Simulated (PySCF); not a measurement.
PySCF input:

```python
from pyscf import gto, scf, dft

mol = gto.M(
    atom='''
    C     0.63874074    1.89342072    0.00195313
    C     0.70759502    0.41078658   -0.00085840
    C    -0.67868192   -0.27216770    0.00012135
    C    -0.57821489   -1.79458016   -0.00101925
    H    -1.56665414   -2.25771799    0.00015324
    H     0.51105224    2.44129269    0.92609949
    H     0.56597606    2.44963775   -0.92296600
    H    -0.04027726   -2.15383375    0.87959394
    H    -0.04295922   -2.15268690   -0.88372300
    H     1.25830305    0.06017311   -0.88002076
    H     1.25857447    0.05724931    0.87754096
    H    -1.24137110    0.06620165   -0.87423145
    H    -1.23927780    0.06492752    0.87637274
    ''',
    basis='def2-tzvpd',
    charge=0,
    spin=1,
    verbose=4,
)

mf = scf.UHF(mol).density_fit(auxbasis='def2-universal-jkfit')
mf.conv_tol = 1e-9
mf.max_cycle = 100
mf.max_memory = 1500
mf.kernel()
if not mf.converged:
    mf = mf.newton()
    mf.kernel(mf.make_rdm1())
for _ in range(2):
    mo, _, stable, _ = mf.stability(return_status=True)
    if stable:
        break
    mf.kernel(mf.make_rdm1(mo, mf.mo_occ))
mf.analyze()
```

**Question.** Predict the final energy.

**Answer.** -156.72453 Eh (HF/def2-TZVPD).

It need not be the lowest isomer of its formula.
